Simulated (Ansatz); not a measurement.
# CH₄AlN: vertical ionisation energy

An exercise on one series of results from a longer session: the logs are not shown, and one member is left open.

The runs use Ansatz 0.2.0, Gaussian basis; unrestricted cation, the program's frozen cores in correlated methods.

Levels to be run: UKS PBE-D4/def2-TZVPP; UKS r2SCAN-D4/def2-TZVPP; UKS PBE0-D4/def2-TZVPP; UKS B3LYP-D4/def2-TZVPP; UKS wB97X-V/def2-TZVPP; UKS wB97M-V/def2-TZVPP; UKS B2PLYP/def2-TZVPP; UHF-CCSD(T)/def2-TZVPP; UHF-MP2/def2-QZVPP; extrapolation to the limit; then −ε(HOMO) from the neutral's earlier runs with LDA (SPW92), PBE-D4, revPBE-D4, BLYP-D4, r2SCAN-D4, B97M-V, PBE0-D4, B3LYP-D4, r2SCANh-D4, r2SCAN0-D4, HSE06-D4, BHLYP-D4, CAM-B3LYP-D4, LC-ωPBE, ωB97X-V, ωB97M-V.

## The geometry

An earlier PBE0-D4 in a triple-zeta def2 set relaxation fixed the geometry.

SMILES `N=[CH][AlH2]`, 7 atoms, charge 0, spin multiplicity 1.

Atoms are counted from 1 here; the program's logs count them from 0.

Bond lengths: N1–C2 1.277 Å, N1–H4 1.025 Å, C2–Al3 1.979 Å, C2–H5 1.104 Å, Al3–H6 1.580 Å, Al3–H7 1.590 Å. Angles: C2–N1–H4 112.2°, N1–C2–Al3 115.2°, N1–C2–H5 120.5°, Al3–C2–H5 124.3°, C2–Al3–H6 118.7°, C2–Al3–H7 119.4°, H6–Al3–H7 121.9°.

Set-up of the first run:

Contents of in.yaml:

```yaml
crystal:
  periodic: [false, false, false]
  atoms:
    - {symbol: N, position_ang: [-1.402284, -0.663234, 0.033868]}
    - {symbol: C, position_ang: [-0.381156, -0.185792, -0.566146]}
    - {symbol: Al, position_ang: [1.059337, 0.476595, 0.618354]}
    - {symbol: H, position_ang: [-2.115828, -0.996643, -0.622591]}
    - {symbol: H, position_ang: [-0.338488, -0.164643, -1.668707]}
    - {symbol: H, position_ang: [0.843168, 0.416611, 2.182756]}
    - {symbol: H, position_ang: [2.396452, 1.049206, -0.023235]}
basis:
  gaussian: {orbitals: def2-TZVPP}
total_charge: 1
magnetization: {spin_polarized: true, initial_magnetization: 1}
hamiltonian: {xc: pbe, dispersion: d4}
```

Command:

```sh
$ ansatz run in.yaml --threads 2 --pin off --events-out ev --progress --plain --max-ram 4352MiB
```

Steps of the session up to this table: Cation, UKS PBE-D4/def2-TZVPP; Cation, UKS r2SCAN-D4/def2-TZVPP; Cation, UKS PBE0-D4/def2-TZVPP; Cation, UKS B3LYP-D4/def2-TZVPP; Cation, UKS wB97X-V/def2-TZVPP; Cation, UKS wB97M-V/def2-TZVPP; Cation, UKS B2PLYP (frozen core)/def2-TZVPP; Cation, UHF-CCSD(T)/def2-TZVPP; Cation, UHF-MP2/def2-QZVPP.

One of the session's tables, all rows but one given; the rest of the session is left out.

For comparison, −ε(HOMO) of the neutral from earlier runs:

| functional | −ε(HOMO) (eV) |
| --- | --- |
| LDA (SPW92) | 5.66 |
| PBE-D4 | 5.61 |
| revPBE-D4 | 5.57 |
| BLYP-D4 | 5.53 |
| r2SCAN-D4 | 5.87 |
| B97M-V | 6.08 |
| PBE0-D4 | 6.99 |
| B3LYP-D4 | 6.79 |
| r2SCANh-D4 | 6.39 |
| r2SCAN0-D4 | 7.17 |
| HSE06-D4 | 6.59 |
| BHLYP-D4 | 8.33 |
| CAM-B3LYP-D4 | 8.39 |
| LC-ωPBE | ? |
| ωB97X-V | 9.40 |
| ωB97M-V | 9.28 |

Estimate the missing values for LC-ωPBE.

The run gave: −ε(HOMO) (eV): 9.71. In the column «−ε(HOMO) (eV)» it is the highest.

Caveats from the session: The cation may have settled in a state other than its lowest; no search over hole states beyond the program's own was made.
